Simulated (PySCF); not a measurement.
**[B2H5]− (SMILES B[BH3-]) at 6 levels**

Wanted: a comparison of 6 runs (B2PLYP/STO-3G, B3LYP/STO-3G, M06-2X/STO-3G, PBE/STO-3G, PBE0/STO-3G, r2SCAN/STO-3G) of [B2H5]−. The job is set up through a Python script.

The calculation is run with PySCF 2.14.0.

**1. The molecule**

[B2H5]−: 7 atoms, total charge -1, spin state singlet. SMILES: `B[BH3-]`. The coordinates come from a GFN2-xTB relaxation.

Bond lengths: B1–B2 1.680 Å, B1–H3 1.204 Å, B1–H4 1.203 Å, B2–H5 1.241 Å, B2–H6 1.241 Å, B2–H7 1.240 Å. Angles: B1–B2–H5 110.6°, B1–B2–H6 110.4°, B1–B2–H7 115.9°, B2–B1–H3 126.5°, B2–B1–H4 123.5°, H5–B2–H6 105.3°, H5–B2–H7 107.0°, H6–B2–H7 107.0°, H3–B1–H4 110.0°.

**2. The energy at B2PLYP/STO-3G (run 1)**

calc.py

```python
from pyscf import gto, dft, mp

mol = gto.M(
    atom='''
B    0.210010  -0.813600   0.474350
B   -0.119910   0.613520  -0.349380
H    1.262150  -1.128320   0.968990
H   -0.606320  -1.678230   0.657480
H   -0.531530   0.371570  -1.495060
H   -1.042200   1.230100   0.207460
H    0.827810   1.404960  -0.463840
''',
    verbose=3,
    basis='sto-3g',
    charge=-1,
    max_memory=1860,
)

mf = dft.RKS(mol, xc='0.53*HF + 0.47*B88, 0.73*LYP')
mf.conv_tol = 1e-10
mf.grids.level = 5
mf.kernel()
if not mf.converged:
    mf = mf.newton().run(mf.mo_coeff, mf.mo_occ)

pt = mp.MP2(mf, frozen=2).run()
e_tot = mf.e_tot + 0.27 * pt.e_corr
print('PT2 part  %.8f' % (0.27 * pt.e_corr))
print('E = %.10f Eh' % e_tot)
```

Launch:

```sh
$ OMP_NUM_THREADS=1 python calc.py
```

What it wrote:

```text
converged SCF energy = -51.7896693434088
E(RMP2) = -51.8894156389612  E_corr = -0.0997462955524624
E(SCS-RMP2) = -51.9035712005886  E_corr = -0.113901857179846
PT2 part  -0.02693150
E = -51.8166008432 Eh
```

It took 3.6 s on 1 thread of Intel Xeon Platinum 8375C at 2.90GHz (Ice Lake), shared host; peak memory 0.19 GiB.

**3. The energy at B3LYP/STO-3G (run 2)**

calc.py

```python
from pyscf import gto, dft

mol = gto.M(
    atom='''
B    0.210010  -0.813600   0.474350
B   -0.119910   0.613520  -0.349380
H    1.262150  -1.128320   0.968990
H   -0.606320  -1.678230   0.657480
H   -0.531530   0.371570  -1.495060
H   -1.042200   1.230100   0.207460
H    0.827810   1.404960  -0.463840
''',
    verbose=3,
    max_memory=1860,
    basis='sto-3g',
    charge=-1,
)

mf = dft.RKS(mol, xc='b3lyp')
mf.conv_tol = 1e-10
mf.grids.level = 5
mf.kernel()
if not mf.converged:
    mf = mf.newton().run(mf.mo_coeff, mf.mo_occ)

e_final = mf.e_tot
print(f'total energy: {e_final:.8f} hartree')
```

Launch:

```sh
$ OMP_NUM_THREADS=1 python calc.py
```

What it wrote:

```text
converged SCF energy = -51.9627234944919
total energy: -51.96272349 hartree
```

Wall time 3.3 s (1 thread of Intel Xeon Platinum 8375C at 2.90GHz (Ice Lake), shared host); peak memory 0.19 GiB.

**4. A single-point energy at M06-2X/STO-3G (run 3)**

calc.py

```python
# B[BH3-]
from pyscf import gto, dft

molecule = gto.Mole()
molecule.atom = '''
B        0.210010      -0.813600       0.474350
B       -0.119910       0.613520      -0.349380
H        1.262150      -1.128320       0.968990
H       -0.606320      -1.678230       0.657480
H       -0.531530       0.371570      -1.495060
H       -1.042200       1.230100       0.207460
H        0.827810       1.404960      -0.463840
'''
molecule.charge = -1
molecule.verbose = 4
molecule.spin = 0
molecule.basis = 'sto-3g'
molecule.max_memory = 1860
molecule.build()

mf = dft.RKS(molecule, xc='m06-2x')
mf.grids.level = 5
mf.conv_tol = 1e-10
mf.kernel()
if not mf.converged:
    mf = mf.newton().run(mf.mo_coeff, mf.mo_occ)

e_tot = mf.e_tot
print('E = %.10f Eh' % e_tot)
```

Launch:

```sh
$ OMP_NUM_THREADS=1 python calc.py
```

What it wrote:

```text
PySCF version 2.14.0

[... 72 lines left out ...]
converged SCF energy = -51.9324420971979
E = -51.9324420972 Eh
```

It took 3.9 s on 1 thread of Intel Xeon Platinum 8375C at 2.90GHz (Ice Lake), shared host; peak memory 0.19 GiB.

Runs 4 to 5 aren't shown in full; the table further down has their settings and results.

**5. A single-point energy at r2SCAN/STO-3G (run 6)**

input.py

```python
from pyscf import gto, dft

mol = gto.M(
    atom='''
B    0.210010  -0.813600   0.474350
B   -0.119910   0.613520  -0.349380
H    1.262150  -1.128320   0.968990
H   -0.606320  -1.678230   0.657480
H   -0.531530   0.371570  -1.495060
H   -1.042200   1.230100   0.207460
H    0.827810   1.404960  -0.463840
''',
    max_memory=1860,
    basis='sto-3g',
    verbose=3,
    charge=-1,
)

ks = dft.RKS(mol, xc='r2scan')
ks.conv_tol = 1e-10
ks.grids.level = 5
ks.kernel()
if not ks.converged:
    ks = ks.newton().run(ks.mo_coeff, ks.mo_occ)

e_final = ks.e_tot
print('Final energy', e_final)
```

Launch:

```sh
$ OMP_NUM_THREADS=1 python input.py
```

What it wrote:

```text
converged SCF energy = -51.9005253295533
Final energy -51.900525329553304
```

Wall time 4.8 s (1 thread of Intel Xeon Platinum 8375C at 2.90GHz (Ice Lake), shared host); peak memory 0.19 GiB.

**6. Overview of the runs**

```csv
run,level,frozen core orbitals,energy (Eh),HOMO energy (eV),LUMO energy (eV),HOMO–LUMO gap (eV),wall time
1,B2PLYP/STO-3G,2,-51.816601,0.59,10.79,10.20,3.6 s
2,B3LYP/STO-3G,–,-51.962723,2.16,8.68,6.52,3.3 s
3,M06-2X/STO-3G,–,-51.932442,0.64,10.10,9.45,3.9 s
4,PBE/STO-3G,–,-51.838428,3.49,7.74,4.25,2.9 s
5,PBE0/STO-3G,–,-51.861972,1.98,8.96,6.98,2.7 s
6,r2SCAN/STO-3G,–,-51.900525,3.06,8.20,5.14,4.8 s
```

**7. Results**

```
                                                    quantity         value
                                         run 6: total energy  -51.90053 Eh
                                          run 6: HOMO energy       3.06 eV
                                          run 6: LUMO energy       8.20 eV
run 6: HOMO–LUMO gap (to an unbound level, set by the basis)       5.14 eV
```

What this shows: The HOMO–LUMO gap runs from 4.25 eV (PBE/STO-3G) to 10.20 eV (B2PLYP/STO-3G). The empty levels of an anion lie above zero and hang on the basis. A double hybrid's value is that of its SCF part. Totals of different functionals can't be ranked against each other. In runs 1, 2, 3, 4, 5, 6 the HOMO lies above zero, so the outermost electron may be held by the basis alone. In runs 1, 2, 3, 4, 5, 6 the basis is minimal, so the values are rough. All runs together took 21 s, the longest 4.8 s.
